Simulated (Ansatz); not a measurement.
A made-up structure of CH₅Al₂, doublet:

| atom | x (Å) | y (Å) | z (Å) |
| --- | --- | --- | --- |
| C1 | -0.8039 | 0.9798 | -0.7016 |
| Al2 | 0.6558 | 0.1943 | 0.3459 |
| Al3 | 0.5447 | -2.1785 | 1.2584 |
| H4 | -0.3993 | 1.5928 | -1.5137 |
| H5 | -1.3975 | 1.6484 | -0.0681 |
| H6 | -1.4810 | 0.2427 | -1.1375 |
| H7 | -0.5220 | 0.5836 | 0.2403 |
| H8 | 1.1012 | -3.6255 | 0.8526 |

It is relaxed with PBE-D4/def2-SVP and then PBE0-D4/def2-TZVP (Ansatz 0.2.0). Atoms count as bonded within 1.22 times the sum of their covalent radii (H–H: 0.88 Å). The end point is not checked to be a true minimum.

**Question.** Does its bonding change? (Judge from chemistry; the calculation decides.)

**Answer.** The calculation gives: Yes. Formed: none; broken: C1–Al2, Al2–H7.

Where it ends: The first stage lowers the energy by 4.43 eV in 23 steps. It ends as a complex of Al₂H ([Al][AlH]) + CH₄:
C1  (-0.975, 0.630, -0.562)
Al2  (2.229, 0.551, 1.122)
Al3  (0.762, -1.605, 0.685)
H4  (-0.207, 1.089, -1.184)
H5  (-1.904, 1.194, -0.643)
H6  (-1.160, -0.394, -0.896)
H7  (-0.670, 0.648, 0.492)
H8  (-0.377, -2.676, 0.262)
(Å)

Labels in which every atom is bracketed show which atoms are joined, not bond orders.

For scale, one of the runs: PBE0-D4/def2-TZVP relaxation, 135 basis functions, launched by `ansatz run in.yaml --threads 2 --pin off --events-out ev --progress --plain --max-ram 4352MiB`. Hardware: 2 CPU threads of an Intel Xeon 6975P-C, shared host. Wall time about 3.7 min.
